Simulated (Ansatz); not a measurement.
Geometry optimisation of C₈H₁₈ (`CC(C)CCC(C)C`).

```yaml
crystal:
  periodic: [false, false, false]
  atoms:
    - {symbol: C, position_ang: [-0.649990, -1.462330, -1.791880]}
    - {symbol: C, position_ang: [0.069730, -1.534180, -0.447230]}
    - {symbol: C, position_ang: [0.224350, -2.992410, -0.017730]}
    - {symbol: C, position_ang: [-0.679340, -0.759370, 0.642840]}
    - {symbol: C, position_ang: [-0.879070, 0.733850, 0.373920]}
    - {symbol: C, position_ang: [0.402010, 1.542130, 0.138940]}
    - {symbol: C, position_ang: [0.036630, 2.997640, -0.150670]}
    - {symbol: C, position_ang: [1.346700, 1.472460, 1.336120]}
    - {symbol: H, position_ang: [-0.146350, -2.090970, -2.523260]}
    - {symbol: H, position_ang: [-0.665220, -0.445630, -2.175240]}
    - {symbol: H, position_ang: [-1.676210, -1.809830, -1.690450]}
    - {symbol: H, position_ang: [1.071050, -1.107080, -0.563420]}
    - {symbol: H, position_ang: [0.789220, -3.553410, -0.759000]}
    - {symbol: H, position_ang: [-0.752040, -3.460040, 0.094220]}
    - {symbol: H, position_ang: [0.747100, -3.061360, 0.933980]}
    - {symbol: H, position_ang: [-1.666730, -1.212590, 0.768830]}
    - {symbol: H, position_ang: [-0.146100, -0.885030, 1.587240]}
    - {symbol: H, position_ang: [-1.531270, 0.857440, -0.493100]}
    - {symbol: H, position_ang: [-1.402650, 1.162620, 1.233130]}
    - {symbol: H, position_ang: [0.919560, 1.141910, -0.738750]}
    - {symbol: H, position_ang: [0.929150, 3.582870, -0.360680]}
    - {symbol: H, position_ang: [-0.626070, 3.065390, -1.010790]}
    - {symbol: H, position_ang: [-0.468540, 3.439080, 0.705960]}
    - {symbol: H, position_ang: [0.835290, 1.795210, 2.240860]}
    - {symbol: H, position_ang: [1.714080, 0.461170, 1.488500]}
    - {symbol: H, position_ang: [2.204750, 2.122470, 1.177660]}
basis:
  gaussian: {orbitals: def2-TZVP}
hamiltonian: {xc: pbe0, dispersion: d4}
relax: {f_tol: 0.005, max_steps: 150}
```

```sh
$ ansatz run in.yaml --threads 6 --pin off --events-out ev --progress --plain --backend cuda
```

Shortened log:

```
Functional definition: PBE0
mean field -8582.94383109 eV, -315.4173680643 hartree, gradient 7.8e-6 eV, S^2 0.000000; 0 other end points of the search recorded, 0 dependent functions left out
relax step   1: F+E_penalty+E_count = -8583.45417754 eV  Δ(F+E_penalty+E_count) = +0.000e0 eV  max|allowed force component| = 4.429e-1 eV/Å  Δτ_max = 0.0000 Å  (30 SCF iters, accepted)
mean field -8582.96345165 eV, -315.4180891067 hartree, gradient 1.3e-5 eV, S^2 0.000000; 0 other end points of the search recorded, 0 dependent functions left out
relax step   2: F+E_penalty+E_count = -8583.47332665 eV  Δ(F+E_penalty+E_count) = -1.915e-2 eV  max|allowed force component| = 2.056e-1 eV/Å  Δτ_max = 0.0309 Å  (29 SCF iters, accepted)
mean field -8582.96570772 eV, -315.4181720157 hartree, gradient 1.3e-5 eV, S^2 0.000000; 0 other end points of the search recorded, 0 dependent functions left out
relax step   3: F+E_penalty+E_count = -8583.47672432 eV  Δ(F+E_penalty+E_count) = -3.398e-3 eV  max|allowed force component| = 2.082e-2 eV/Å  Δτ_max = 0.0237 Å  (31 SCF iters, accepted)
mean field -8582.96586244 eV, -315.4181777013 hartree, gradient 1.3e-5 eV, S^2 0.000000; 0 other end points of the search recorded, 0 dependent functions left out
relax step   4: F+E_penalty+E_count = -8583.47709720 eV  Δ(F+E_penalty+E_count) = -3.729e-4 eV  max|allowed force component| = 6.069e-3 eV/Å  Δτ_max = 0.0253 Å  (31 SCF iters, accepted)
mean field -8582.96575376 eV, -315.4181737076 hartree, gradient 1.3e-5 eV, S^2 0.000000; 0 other end points of the search recorded, 0 dependent functions left out
relax step   5: F+E_penalty+E_count = -8583.47715932 eV  Δ(F+E_penalty+E_count) = -6.212e-5 eV  max|allowed force component| = 2.679e-3 eV/Å  Δτ_max = 0.0087 Å  (31 SCF iters, accepted)
mean field -8582.96560225 eV, -315.4181681395 hartree, gradient 1.3e-5 eV, S^2 0.000000; 0 other end points of the search recorded, 0 dependent functions left out
relax step   6: F+E_penalty+E_count = -8583.47718607 eV  Δ(F+E_penalty+E_count) = -2.675e-5 eV  max|allowed force component| = 1.265e-3 eV/Å  Δτ_max = 0.0124 Å  (31 SCF iters, accepted)
mean field -8582.96560225 eV, -315.4181681395 hartree, gradient 1.3e-5 eV, S^2 0.000000; 1 other end points of the search recorded, 0 dependent functions left out
Total energy: -8583.47722979 eV, -315.4369701050 hartree
Atom 0 at    -0.616053    -1.437548    -1.786550 Å, force    -0.000033    -0.000349     0.000379 eV/Å
Atom 1 at     0.063107    -1.532980    -0.428088 Å, force    -0.000747     0.000512     0.000028 eV/Å
Atom 2 at     0.223211    -2.986966    -0.009028 Å, force    -0.000191    -0.000745     0.000091 eV/Å
Atom 3 at    -0.691070    -0.756557     0.649496 Å, force     0.001265    -0.000766    -0.000697 eV/Å
Atom 4 at    -0.889688     0.730460     0.383206 Å, force     0.001119     0.000824    -0.000877 eV/Å
Atom 5 at     0.381659     1.540426     0.137353 Å, force    -0.000313    -0.000512     0.000731 eV/Å
Atom 6 at     0.028506     2.991316    -0.155079 Å, force    -0.000216     0.000790     0.000060 eV/Å
Atom 7 at     1.355333     1.449502     1.303320 Å, force    -0.000386     0.000339    -0.000111 eV/Å
Atom 8 at    -0.077405    -2.023740    -2.535537 Å, force    -0.000322     0.000332     0.000630 eV/Å
Atom 9 at    -0.668877    -0.408417    -2.148421 Å, force     0.000046    -0.000410    -0.000281 eV/Å
Atom 10 at    -1.638989    -1.825278    -1.734599 Å, force     0.000941     0.000622     0.000044 eV/Å
Atom 11 at     1.068201    -1.101913    -0.521609 Å, force    -0.000882     0.000203     0.000031 eV/Å
Atom 12 at     0.799243    -3.553575    -0.745252 Å, force    -0.000214     0.000335     0.000452 eV/Å
Atom 13 at    -0.754133    -3.470278     0.091301 Å, force     0.000428     0.000168    -0.000131 eV/Å
Atom 14 at     0.734025    -3.069764     0.954087 Å, force    -0.000482     0.000059    -0.000408 eV/Å
Atom 15 at    -1.676502    -1.221217     0.781999 Å, force     0.000394    -0.000292    -0.000375 eV/Å
Atom 16 at    -0.170710    -0.891682     1.604138 Å, force     0.000016     0.000063     0.000551 eV/Å
Atom 17 at    -1.558073     0.863163    -0.474714 Å, force    -0.000502    -0.000081    -0.000214 eV/Å
Atom 18 at    -1.417298     1.170054     1.239318 Å, force     0.000531     0.000283    -0.000195 eV/Å
Atom 19 at     0.880523     1.134488    -0.752102 Å, force    -0.000384    -0.000218     0.000795 eV/Å
Atom 20 at     0.920643     3.582218    -0.378265 Å, force    -0.000509    -0.000373     0.000036 eV/Å
Atom 21 at    -0.650500     3.071608    -1.008239 Å, force     0.000174    -0.000075     0.000573 eV/Å
Atom 22 at    -0.466542     3.450067     0.707089 Å, force     0.000295    -0.000176    -0.000365 eV/Å
Atom 23 at     0.888334     1.812162     2.225177 Å, force     0.000345    -0.000553    -0.000895 eV/Å
Atom 24 at     1.689465     0.424988     1.481014 Å, force     0.000294     0.000385     0.000103 eV/Å
Atom 25 at     2.243628     2.059472     1.119985 Å, force    -0.000667    -0.000363     0.000047 eV/Å
Dipole moment:     0.017565     0.000299    -0.011482 e Å
```

Run time 11 s (6 threads of an AMD EPYC 7R13 on a shared host and a share of an NVIDIA H100 80 GB); peak host memory 0.98 GiB.
